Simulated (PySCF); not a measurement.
**Curvature of the energy in the electron number along group 13**

Calculated with PySCF 2.14, in aug-cc-pVTZ-DK, spin-free X2C, aug-cc-pVTZ-DK3, spin-free X2C, aug-cc-pVTZ-PP with ECP60MDF, ECP: one orbital is emptied in steps, and each cell gives the departure of E from the straight line at half an electron, in eV (from a cubic fit). The exact functional gives zero.

| species | orbital | LDA | PBE | r2SCAN | PBE0 | BHandHLYP | LC-wPBE | wB97X | UHF |
| --- | --- | --- | --- | --- | --- | --- | --- | --- | --- |
| B | 2p alpha | -1.18 | -1.16 | -1.05 | -0.83 | -0.52 | -0.14 | -0.20 | 0.14 |
| Al | 3p alpha | -0.77 | -0.75 | -0.69 | -0.54 | -0.36 | 0.01 | -0.04 | 0.08 |
| Ga | 4p alpha | -0.80 | -0.78 | -0.73 | -0.56 | -0.38 | 0.00 | -0.08 | 0.07 |
| In | 5p alpha | -0.73 | -0.71 | -0.66 | -0.51 | -0.35 | 0.02 | -0.06 | 0.06 |
| Tl | 6p alpha | -0.73 | -0.70 | -0.64 | -0.51 | -0.35 | 0.02 | -0.06 | 0.05 |

Q: How does the mean departure depend on the functional?

A: LDA -0.84 eV; PBE -0.82 eV; r2SCAN -0.75 eV; PBE0 -0.59 eV; BHandHLYP -0.39 eV; LC-wPBE -0.02 eV; wB97X -0.09 eV; UHF 0.08 eV. Semilocal functionals are convex (delocalisation error), Hartree-Fock is concave or straight, and exact exchange removes curvature roughly in proportion to its share, so among the functionals the range-separated hybrids usually come closest to zero.

No spin-orbit coupling is included.
